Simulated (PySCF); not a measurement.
BF3, SMILES FB(F)F.

Coordinates come from a B3LYP-D3(BJ)/def2-TZVP optimisation. The isomer is the one that the SMILES or the coordinates give; other isomers of the formula were not compared.

Computed with TDDFT-B3LYP/def2-SVPD (PySCF).

Vertical excitations; the highest root listed may be one member of a degenerate set. Isolated molecule, no solvent. State labels are in the subgroup C2v.

| state | symmetry | energy (eV) | λ (nm) | f | main pairs |
|---|---|---|---|---|---|
| S1 | A2 | 10.47 | 118 | 0.000 | HOMO→LUMO+1 100 % |
| S2 | B1 | 10.52 | 118 | 0.000 | HOMO→LUMO 99 % |
| S3 | A2 | 11.38 | 109 | 0.000 | HOMO−1→LUMO (degenerate set) |
| S4 | B2 | 11.38 | 109 | 0.000 | HOMO−2→LUMO (degenerate set) |
| S5 | B2 | 11.58 | 107 | 0.000 | HOMO−3→LUMO+1 (degenerate set) |
| S6 | A2 | 11.58 | 107 | 0.000 | HOMO−4→LUMO+1 (degenerate set) |
| S7 | B1 | 11.68 | 106 | 0.038 | HOMO−4→LUMO (degenerate set) |
| S8 | A1 | 11.68 | 106 | 0.038 | HOMO−3→LUMO (degenerate set) |
| S9 | B1 | 12.30 | 101 | 0.166 | HOMO−1→LUMO+1 (degenerate set) |
| S10 | A1 | 12.30 | 101 | 0.166 | HOMO−2→LUMO+1 (degenerate set) |
| T1 | A2 | 10.22 | 121 | 0 | HOMO→LUMO+1 99 % |
| T2 | B1 | 10.35 | 120 | 0 | HOMO→LUMO 98 % |
| T3 | B1 | 10.78 | 115 | 0 | HOMO−1→LUMO+1 (degenerate set) |
| T4 | A1 | 10.78 | 115 | 0 | HOMO−2→LUMO+1 (degenerate set) |
Triplets are in the Tamm–Dancoff approximation, which puts them higher than full response would, so one can lie above its singlet here.
